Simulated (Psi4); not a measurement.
# MP2.5/def2-TZVPP (density fitting for correlation) run of MgCl2 (SMILES [Cl][Mg][Cl])

Aim: the energy change on altering one bond length of MgCl2 at MP2.5/def2-TZVPP (density fitting for correlation), from 2 runs. 

Program for the calculation: Psi4 1.11.

3 further runs of the same task are left out: 1 that didn't finish, 2 set aside as unsound or not needed.

## 1. The system as given

The species is MgCl2 (3 atoms), meant as a singlet with charge 0. SMILES: `[Cl][Mg][Cl]`. The shape comes from GFN2-xTB, which is rough for such elements, and wasn't checked as a minimum.

Bond lengths: Mg1–Cl2 2.121 Å, Mg1–Cl3 2.119 Å. Angles: Cl2–Mg1–Cl3 178.9°.

## 2. A single-point energy at MP2.5/def2-TZVPP (density fitting for correlation)

Contents of calc.dat:

```
memory 1.6 GB

molecule {
  Mg    -0.012090    -0.006970    -0.000690
  Cl    -0.010090    -0.016320     2.119970
  Cl     0.022170     0.023290    -2.119290
  no_reorient
  no_com
}

set globals {
  basis       def2-TZVPP
  scf_type    pk
  freeze_core true
  mp_type     df
}

E = energy("mp2.5")
```

The run is started by

```bash
psi4 -n 1 calc.dat calc.out
```

calc.out:

```text
[...]
  Running in c1 symmetry.
[...]
  Nuclear repulsion =  137.919675666028354
[...]
  Multiplicity = 1
[...]
  Nalpha       = 23
  Nbeta        = 23
[...]
    Number of basis functions: 116
[...]
   @RHF iter   1: -1118.74845393111559   -6.20971e-01   3.06750e-03 DIIS/ADIIS
[...]
   @RHF iter  10: -1118.79833022309413   -8.41283e-12   2.55517e-09 DIIS
[...]
    Orbital Energies [Eh]
    ---------------------
    Doubly Occupied:
       1A   -104.801858     2A   -104.801755     3A    -49.087418
       4A    -10.531862     5A    -10.531734     6A     -7.998367
       7A     -7.998239     8A     -7.997749     9A     -7.997749
      10A     -7.997624    11A     -7.997624    12A     -3.830707
      13A     -2.352134    14A     -2.350860    15A     -2.350860
      16A     -1.058169    17A     -1.053103    18A     -0.512744
      19A     -0.483991    20A     -0.458306    21A     -0.458305
      22A     -0.453806    23A     -0.453804
[...]
  @RHF Final Energy: -1118.79833022309413
   => Energetics <=
    Nuclear Repulsion Energy =            137.9196756660283540
    One-Electron Energy =               -1826.3184789556337364
    Two-Electron Energy =                 569.6004730665111992
    Total Energy =                      -1118.7983302230941263
[...]
 Multipole Moments:
 ------------------------------------------------------------------------------------
     Multipole            Electronic (a.u.)      Nuclear  (a.u.)        Total (a.u.)
 ------------------------------------------------------------------------------------
 L = 1.  Multiply by 2.5417464519 to convert [e a0] to [Debye]
 Dipole X            :         -0.1519851            0.1139127           -0.0380724
 Dipole Y            :         -0.0878071            0.0658570           -0.0219502
 Dipole Z            :         -0.0093704            0.0061983           -0.0031721
 Magnitude           :                                                    0.0440611
[...]
	DF-MP2 Total Energy (a.u.)         : -1119.20329066305658
[...]
	DF-MP3 Total Energy (a.u.)         : -1119.23975464738487
[...]
```

Run time: 8.1 s. Hardware: 1 thread of Intel Xeon 6975P-C (Granite Rapids), shared host; peak memory 0.53 GiB.

## 3. The distorted shape, same level

Contents of job.json:

```json
{
  "schema_name": "qcschema_input",
  "schema_version": 1,
  "molecule": {
    "schema_name": "qcschema_molecule",
    "schema_version": 2,
    "symbols": ["Mg", "Cl", "Cl"],
    "geometry": [-0.03579519, -0.02460801, 0.79938817, -0.03201574, -0.04227695, 4.80685477, 0.04189523, 0.04401172, -4.00487768],
    "molecular_charge": 0,
    "molecular_multiplicity": 1,
    "fix_com": true,
    "fix_orientation": true
  },
  "driver": "energy",
  "model": {
    "method": "mp2.5",
    "basis": "def2-TZVPP"
  },
  "keywords": {
    "reference": "rhf",
    "scf_type": "pk",
    "freeze_core": true,
    "mp_type": "df"
  }
}
```

The run is started by

```bash
psi4 --qcschema job.json -n 1 --memory 1600MB
```

stdout:

```text
[...]
  Running in c1 symmetry.
[...]
  Nuclear repulsion =  126.151300825375046
[...]
  Multiplicity = 1
[...]
  Nalpha       = 23
  Nbeta        = 23
[...]
    Number of basis functions: 116
[...]
   @RHF iter   1: -1118.71540392838006   -7.30269e-01   3.18109e-03 DIIS/ADIIS
[...]
   @RHF iter  11: -1118.77834222882416   -5.22959e-12   4.93807e-09 DIIS
[...]
    Orbital Energies [Eh]
    ---------------------
    Doubly Occupied:
       1A   -104.817011     2A   -104.783926     3A    -49.132675
       4A    -10.546771     5A    -10.510023     6A     -8.013266
       7A     -8.012618     8A     -8.012618     9A     -7.976440
      10A     -7.976033    11A     -7.976033    12A     -3.868813
      13A     -2.390124    14A     -2.390123    15A     -2.388461
      16A     -1.069690    17A     -1.014326    18A     -0.515269
      19A     -0.469616    20A     -0.469616    21A     -0.449017
      22A     -0.421659    23A     -0.421659
[...]
  @RHF Final Energy: -1118.77834222882416
   => Energetics <=
    Nuclear Repulsion Energy =            126.1513008253750456
    One-Electron Energy =               -1802.6077157567838185
    Two-Electron Energy =                 557.6780727025845863
    Total Energy =                      -1118.7783422288241582
[...]
 Multipole Moments:
 ------------------------------------------------------------------------------------
     Multipole            Electronic (a.u.)      Nuclear  (a.u.)        Total (a.u.)
 ------------------------------------------------------------------------------------
 L = 1.  Multiply by 2.5417464519 to convert [e a0] to [Debye]
 Dipole X            :          0.2120765           -0.2615909           -0.0495144
 Dipole Y            :          0.2334763           -0.2658050           -0.0323287
 Dipole Z            :        -22.4668864           23.2262686            0.7593822
 Magnitude           :                                                    0.7616811
[...]
	DF-MP2 Total Energy (a.u.)         : -1119.18468411929803
[...]
	DF-MP3 Total Energy (a.u.)         : -1119.22073221782625
[...]
```

The result, in JSON:

```text
{
 "driver": "energy",
 "model": {
  "method": "mp2.5",
  "basis": "def2-TZVPP"
 },
 "success": true,
 "return_result": -1119.2027081685621,
 "properties": {
  "calcinfo_nbasis": 116,
  "calcinfo_nmo": 116,
  "calcinfo_nalpha": 23,
  "calcinfo_nbeta": 23,
  "calcinfo_natom": 3,
  "nuclear_repulsion_energy": 126.15130082537505,
  "return_energy": -1119.2027081685621,
  "scf_one_electron_energy": -1802.6077157567838,
  "scf_two_electron_energy": 557.6780727025846,
  "scf_dipole_moment": [-0.04951443178770809, -0.03232872949922733, 0.759382187216957],
  "scf_total_energy": -1118.7783422288242,
  "scf_iterations": 11,
  "mp2_singles_energy": 0.0,
  "mp2_doubles_energy": -0.40634189047386826,
  "mp2_correlation_energy": -0.40634189047386826,
  "mp2_total_energy": -1119.184684119298
 }
}
```

Run time: 6.6 s. Hardware: 1 thread of Intel Xeon 6975P-C (Granite Rapids), shared host; peak memory 0.53 GiB.

## 4. Summary of results

Level: MP2.5/def2-TZVPP (density fitting for correlation), 15 core orbitals frozen.

| quantity | value |
| --- | --- |
| first shape: total energy | -1119.22152 Eh |
| first shape: HOMO energy (Hartree–Fock orbitals) | -12.35 eV |
| first shape: LUMO energy (Hartree–Fock orbitals) | 0.64 eV |
| first shape: HOMO–LUMO gap (Hartree–Fock orbitals) | 12.99 eV |
| first shape: correlation energy (15 core orbitals frozen) | -423.2 mEh |
| distorted shape: total energy | -1119.20271 Eh |
| distorted shape: HOMO energy (Hartree–Fock orbitals) | -11.47 eV |
| distorted shape: LUMO energy (Hartree–Fock orbitals) | 0.02 eV |
| distorted shape: HOMO–LUMO gap (Hartree–Fock orbitals) | 11.50 eV |
| distorted shape: correlation energy (15 core orbitals frozen) | -424.4 mEh |
| energy change with the Mg1–Cl3 bond stretched from 2.119 to 2.543 Å | 0.512 eV |

**Reading.** With the Mg1–Cl3 bond stretched from 2.119 to 2.543 Å the energy rises by 0.51 eV (49.4 kJ/mol). The first shape isn't relaxed at this level, so the change isn't measured from a minimum.
